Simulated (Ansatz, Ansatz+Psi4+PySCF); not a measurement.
```xyz
3

N     0.0000    0.0000   -1.2320
N     0.0000    0.0000   -0.0609
O     0.0000    0.0000    1.1312
```

Basis set: cc-pVTZ (spherical functions). Left uncorrelated: 3 orbitals. Charge 0, multiplicity 1.

Computed with Ansatz (development build ahead of 0.2.0); each method stands on the lowest determinant of its kind that the runs found. Restricted open shells among the atoms or ions are ROHF, correlated in semicanonical orbitals with singles.

The atomization energy at this shape (free ground-state atoms in the same class of orbitals less the molecule, no zero-point energy) of singlet N₂O:

```
     method  atomization energy
RHF-CCSD(T)            10.92 eV
   RHF-CCSD            10.09 eV
```

Task: What does RHF-MP2 give?

Result: 12.12 eV. Caution: large share of triples, a single reference is doubtful; unrestricted orbitals would lower the determinant.
